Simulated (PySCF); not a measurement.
A run for PySCF: R-B3LYP/6-31G* on C2H2 (SMILES C#C).

```python
from pyscf import gto, scf, dft, mp
from pyscf.data.elements import chemcore

mol = gto.M(
    atom='''
    C     0.00000000    0.60356400   -2.18173438
    H     0.00000000    1.66847581   -2.18429610
    C     0.00000000   -0.60356400   -2.18173438
    H     0.00000000   -1.66847581   -2.18429610
    ''',
    basis='6-31g*',
    cart=True,
    charge=0, spin=0, verbose=3, max_memory=1800)
mf = dft.RKS(mol, xc='b3lyp')
mf.conv_tol = 1e-8
mf.max_cycle = 100
mf.kernel()
if not mf.converged:
    mf = mf.newton().run(mf.mo_coeff, mf.mo_occ)
```

The log:

```
converged SCF energy = -77.3256313146495
```

The calculation finished and met its thresholds.

Cost: very roughly 0.6 core-seconds.
